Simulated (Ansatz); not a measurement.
bcc Nb, treated with PBE (Ansatz, a program for electronic structure, plane waves, PAW).

Settings: plane-wave cutoff 520 eV, 24×24×24 k mesh, Fermi–Dirac smearing 0.05 eV, no spin polarisation, scalar-relativistic PAW data made under PBE.

Results at a series of volumes:

```json
[
 {"V (Å³/atom)": "17.043", "E − E_lowest (meV/atom)": "38.07"},
 {"V (Å³/atom)": "17.405", "E − E_lowest (meV/atom)": "16.39"},
 {"V (Å³/atom)": "17.768", "E − E_lowest (meV/atom)": "3.99"},
 {"V (Å³/atom)": "18.130", "E − E_lowest (meV/atom)": "0.00"},
 {"V (Å³/atom)": "18.493", "E − E_lowest (meV/atom)": "3.67"},
 {"V (Å³/atom)": "18.856", "E − E_lowest (meV/atom)": "14.30"},
 {"V (Å³/atom)": "19.218", "E − E_lowest (meV/atom)": "31.27"}
]
```

**Question.** What bulk modulus B0 and pressure derivative B′ does a third-order Birch–Murnaghan fit give?

**Answer.** V0 = 18.132 Å³/atom, B0 = 169 GPa, B′ = 3.7 (fit to the energies at full precision).

Measured, for comparison: bulk modulus 173 GPa (0 K value with the zero-point phonon effect removed; as tabulated in Mejia-Rodriguez and Trickey (2018), arXiv:1807.09216); equilibrium volume per atom 17.87 Å³/atom (static lattice: zero-point anharmonic expansion removed; as tabulated in Mejia-Rodriguez and Trickey (2018), arXiv:1807.09216). Computed (rounded) less measured: bulk modulus -2 %, equilibrium volume per atom +1.5 %.
